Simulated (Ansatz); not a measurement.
Species: C₃H₄, charge 0, triplet. This triplet is an excited state, 3.8 eV above the singlet at CCSD(T)/cc-pVQZ (Ansatz, a program for electronic structure). C3H4 (parent SMILES C(C)#C, triplet).
B3LYP-D3(BJ)/def2-TZVP minimum from Ansatz:
```
C
H 1 1.0929
H 1 1.0929 2 108.57
H 1 1.1014 2 107.81 3 -116.53
C 1 1.4715 2 111.28 4 -120.67
C 5 1.3240 1 131.35 2 119.39
H 6 1.0940 5 128.69 1 0.00
```
Charge 0, spin multiplicity 3.

Total energies in cc-pVDZ, 16 correlated electrons, 3 frozen orbitals. Open shells are spin-unrestricted; no spin-orbit coupling. Correlated methods leave the cores frozen. No relativity. The spin of C3H4 (parent SMILES C#CC, triplet) was assumed, and the state is the lowest solution found for it.

```tsv
method	program	energy (Eh)	minus CCSDT(Q) (mEh)
HF	Ansatz	-115.77757	410.12
MP2	Ansatz	-116.12699	60.69
CCSD	Ansatz	-116.17134	16.34
CCSD(T)	Ansatz	-116.18493	2.75
CCSDT(Q)	Ansatz	-116.18768	0.00
```

Rough core times of Ansatz's runs on a shared machine: CCSD(T) 20 s, CCSDT(Q) 10 min.
